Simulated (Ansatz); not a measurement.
**Low singlet and triplet states of PH2⁺ by full CI**

```yaml
atoms:
  - { symbol: P, position_ang: [0.0000, -0.0608, 0.0000] }
  - { symbol: H, position_ang: [0.0000, 0.9346, -1.0256] }
  - { symbol: H, position_ang: [0.0000, 0.9346, 1.0256] }
```

Basis cc-pVDZ; Ansatz 0.2.0. Only valence electrons are correlated (noble-gas cores frozen), which leaves 6 electrons in 23 orbitals.

**Question.** From the orbital picture of this species, estimate the order, symmetries and energies of the lowest 4 singlet and 2 triplet states at this geometry (other spins aside; irreps A1, B1, B2, A2 in the program's axes; members of a degenerate level count singly).

**Answer.** Full CI in cc-pVDZ gives:
| 2S+1 | irrep | energy above the lowest listed (eV) |
| --- | --- | --- |
| 1 | A1 | 0.000 |
| 3 | B1 | 1.199 |
| 1 | B1 | 2.617 |
| 3 | A2 | 3.858 |
| 1 | A2 | 4.521 |
| 1 | A1 | 6.027 |

11 s on 1 thread of Intel Xeon 6975P-C, shared host.
